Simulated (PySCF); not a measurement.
Coordinates in bohr (charge 0 multiplicity 1):
```
C     0.0000    0.0000   -2.0530
S     0.0000    0.0000    0.9692
H     1.7440    0.0000   -3.1505
H    -1.7440    0.0000   -3.1505
```

Method: PBE0 in PySCF with C def2-TZVP, S def2-TZVP, H def2-TZVP; no relativity; density-fitted integrals.

This geometry of H₂CS is a stationary point at this level.

(1) What is the point group?

(2) Is it a minimum?

(3) List the harmonic modes with their infrared intensities.

(4) Give the atomic charges and bond orders.

## Answers

(1) C2v.

(2) Yes: all harmonic wavenumbers are real.

(3) 
| symmetry | ω (cm⁻¹) | IR (km/mol) |
| --- | --- | --- |
| b2 | 1001 | 3.0 |
| b1 | 1034 | 41.9 |
| a1 | 1120 | 14.2 |
| a1 | 1491 | 4.1 |
| a1 | 3077 | 30.9 |
| b2 | 3163 | 5.9 |

(4) 
```
atom  Mulliken  Löwdin  polar tensor  Mayer order to C1
  C1     -0.19   -0.52          0.17                  –
  S2     -0.12    0.32         -0.22               2.12
H3,4      0.15    0.10          0.03               0.93
```

This need not be the most stable arrangement of these atoms.
